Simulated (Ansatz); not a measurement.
A nudged elastic band was laid between two geometries of FH3Si + H2O (8 atoms, charge 0, multiplicity 1).

Method: Ansatz 0.2.0, RHF/def2-SVP.

```json
{
 "movable images": "3",
 "climbing image": "yes",
 "spring": "5.0 eV/Å²",
 "optimiser": "quadratic models (default)",
 "start path": "through a guess of the saddle point",
 "force threshold": "0.05 eV/Å",
 "iteration limit": "60",
 "end points": "relaxed"
}
```

Initial state:

```xyz
8
Properties=species:S:1:pos:R:3
Si 0.406 0.044 -0.167
F 0.223 -0.099 1.438
H 1.861 0.049 -0.418
H -0.188 1.313 -0.609
H -0.205 -1.125 -0.820
O -2.557 0.003 0.875
H -2.963 -0.850 0.883
H -2.029 0.036 1.661
```

Final state:

```xyz
8
Properties=species:S:1:pos:R:3
Si -0.031 -0.162 -0.549
F -2.007 1.078 2.651
H 1.177 -1.011 -0.458
H 0.318 1.256 -0.369
H -0.677 -0.382 -1.861
O -1.092 -0.537 0.686
H -1.443 -1.413 0.758
H -1.695 0.542 1.984
```

(1) What changes between the two ends?

(2) What energy profile does the band end with?

(3) What is the geometry of the highest image?

## Answers

(1) Bonds broken: Si1–F2, O6–H8. Bonds formed: Si1–O6, F2–H8. FH3Si + H2O becomes FH + H4OSi.

(2) The run converged. The highest image is number 1 of 0 to 4, 1.78 eV above the first end and 1.48 eV above the last; the last end lies 0.31 eV above the first. Neighbouring images differ by up to 1.8 eV, so the band resolves the path poorly. Another band between the same ends (5 images) ends at a top of the same energy, where a vibrational analysis finds 1 clearly imaginary mode. So few images can step over the top or miss a turn of the path. The orbitals stay closed-shell, which can raise the energy where a bond breaks towards radicals; this wasn't checked here.

```json
{"image": "0", "path coordinate (Å)": "0.00", "energy (eV)": "0.00", "Si1–F2 (Å)": "1.62", "O6–H8 (Å)": "0.95", "Si1–O6 (Å)": "3.14"}
{"image": "1", "path coordinate (Å)": "2.44", "energy (eV)": "1.78", "Si1–F2 (Å)": "2.00", "O6–H8 (Å)": "1.09", "Si1–O6 (Å)": "1.82"}
{"image": "2", "path coordinate (Å)": "3.52", "energy (eV)": "0.38", "Si1–F2 (Å)": "3.01", "O6–H8 (Å)": "1.73", "Si1–O6 (Å)": "1.68"}
{"image": "3", "path coordinate (Å)": "4.60", "energy (eV)": "0.31", "Si1–F2 (Å)": "3.74", "O6–H8 (Å)": "1.79", "Si1–O6 (Å)": "1.67"}
{"image": "4", "path coordinate (Å)": "5.68", "energy (eV)": "0.31", "Si1–F2 (Å)": "3.96", "O6–H8 (Å)": "1.79", "Si1–O6 (Å)": "1.67"}
```

(3) 
```xyz
8
Properties=species:S:1:pos:R:3:forces:R:3
Si -0.228 0.049 -0.164 -0.02 -0.01 0.00
F -0.190 0.711 1.723 0.00 -0.01 -0.01
H 0.973 -0.722 0.190 0.01 0.01 0.02
H -0.118 1.449 -0.585 0.00 0.01 0.01
H -0.688 -0.649 -1.410 -0.01 0.00 0.00
O -1.755 -0.355 0.747 0.02 0.02 -0.03
H -2.185 -1.198 0.734 0.00 -0.01 0.01
H -1.260 0.085 1.608 0.00 0.00 -0.01
```

Time of the run: 31 s on 1 thread of Intel(R) Xeon(R) 6975P-C (Granite Rapids) (shared host), peak memory 0.15 GiB.
